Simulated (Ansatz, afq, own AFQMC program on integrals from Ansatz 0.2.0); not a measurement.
Integrals from Ansatz 0.2.0, then the random walk in our own AFQMC program (afq).

```yaml
crystal:
  periodic: [false, false, false]
  atoms:
    - {symbol: S, position_ang: [0.097131, 1.337427, -1.194351]}
    - {symbol: Ge, position_ang: [0.215417, -0.272301, 0.306814]}
    - {symbol: Cl, position_ang: [2.150646, -1.155740, 0.043414]}
    - {symbol: Cl, position_ang: [-1.288527, -1.767038, -0.063859]}
    - {symbol: H, position_ang: [-1.193852, 1.615479, -0.900204]}
    - {symbol: H, position_ang: [0.061186, 0.178272, 1.761887]}
basis:
  gaussian: {orbitals: def2-TZVP}
magnetization: {spin_polarized: false}
correlation: {method: ccsd_t, electrons: outside_noble_gas, hamiltonian_folder: ham}
```

```sh
$ ansatz run in.yaml --threads 1 --pin off --events-out ev --progress --plain --max-ram 24576MiB --backend cuda --devices 0, --max-vram 18GiB
```

Options of the walk:

```
--method phaseless --trial cisd --walkers 1000 --populations 20 --least-time 60 --time-step 0.005 --steps-per-block 50 --equilibration-blocks 28 --max-blocks 4000 --target-error 0.0003 --factor-cut 1e-05 --seed 4362 --release-times 0.21,0.42,0.63,0.9 --release-step 0.03 --release-every 5 --taylor-order 6
```

Times are imaginary, in 1/Eh. The walk had a cap of 367 s. With eight or more populations the least sampling time is a fifth of least-time, and the error comes from their spread. Filled inner d shells are frozen with the cores.

Log:

```
orbitals 142  electrons 13 13  factors 1025 of 1077
reference energy -3393.22163948 Eh
CCSD correlation -0.70940303 Eh in 11 cycles, weight of the determinant in the CISD state 0.7568
energy of the start -3393.931042 Eh
 block  time / (1/Eh)  mean weight  energy / Eh
     1     0.250  0.9995  -3393.898757
     2     0.500  0.9992  -3393.911928
     3     0.750  1.0004  -3393.925674
     4     1.000  0.9992  -3393.938241
     5     1.250  0.9995  -3393.947781
     7     1.750  0.9986  -3393.954619
     9     2.250  0.9996  -3393.958339
    11     2.750  0.9998  -3393.964174
    21     5.250  0.9990  -3393.971390
    31     7.750  0.9996  -3393.963920
    41    10.250  1.0017  -3393.968406
    51    12.750  1.0000  -3393.967970
    61    15.250  0.9999  -3393.967851
    71    17.750  0.9997  -3393.963900
    81    20.250  0.9999  -3393.963280
    86    21.500  0.9998  -3393.958947
    91    22.750  1.0015  -3393.962531
   101    25.250  0.9998  -3393.961250
   111    27.750  1.0001  -3393.968703
   121    30.250  0.9997  -3393.964166
   131    32.750  1.0004  -3393.965974
   141    35.250  1.0003  -3393.960036
   151    37.750  1.0013  -3393.967345
   161    40.250  0.9984  -3393.965401
   166    41.500  0.9996  -3393.974676
   171    42.750  0.9995  -3393.968964
   181    45.250  0.9998  -3393.969295
   191    47.750  1.0000  -3393.968699
   196    49.000  1.0002  -3393.960147
error from the spread of 20 populations
released: time / (1/Eh)  energy / Eh  error  mean overlap
  0.21  -3393.965721  0.000470  0.9982
  0.42  -3393.965973  0.000545  0.9945
  0.63  -3393.966217  0.000693  0.9873
  0.90  -3393.966492  0.000843  0.9800
energy -3393.965272 +/- 0.000451 Eh
(rows thinned)
```

The run passed its tests (sampling time, drift between the halves within three errors, error under three times the target), which doesn't prove that it has relaxed, ending at its cap on processor time.

Against this walk (error 12.3 meV) on the same determinant: CCSD(T) 79.4 meV higher. The error is statistical and leaves out the bias of the constraint. Released to 0.90 1/Eh the energy moves by -33 ± 26 meV (both errors), within twice the noise.

Cautions: constraint bias not in the error; error above the target (12.3 against 8.2 meV); no relativity below Rb; no spin-orbit coupling; inner d shell frozen.

The walk took 6.1 min on 1 × NVIDIA H100 80GB HBM3 with 2 threads of AMD EPYC 7R13 Processor (Zen 3), with other jobs on the host (the card was shared). The log's last line is the phaseless energy.
